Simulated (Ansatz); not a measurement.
Mulliken charges of `OBF` from r2SCAN/def2-TZVPP in Ansatz (PBE0-D4/def2-TZVP geometry).

| atom | x (Å) | y (Å) | z (Å) | charge (e) |
| --- | --- | --- | --- | --- |
| O1 | -0.965 | 0.157 | 0.157 | -0.305 |
| B2 | 0.365 | -0.030 | 0.201 | 0.408 |
| F3 | 1.039 | -0.324 | -0.910 | -0.281 |
| H4 | -1.337 | 0.057 | -0.726 | 0.215 |
| H5 | 0.948 | 0.065 | 1.236 | -0.037 |

Task: By hand: the dipole of these point charges (1 e Å = 4.8032 D).

Result: Σ q r = (-0.171, 0.041, 0.088) e Å, of length 0.197 e Å = 0.95 D.

Task: How does the dipole of the full density compare? (An estimate is asked.)

Result: Ansatz gave: (-0.172, -0.002, -0.153) e Å, 1.11 D; the point charges give 0.86 times that, at 69° from its direction.

Point charges leave out the atoms' own dipoles, such as those of lone pairs, and Mulliken's split depends on the basis, so the two needn't agree.
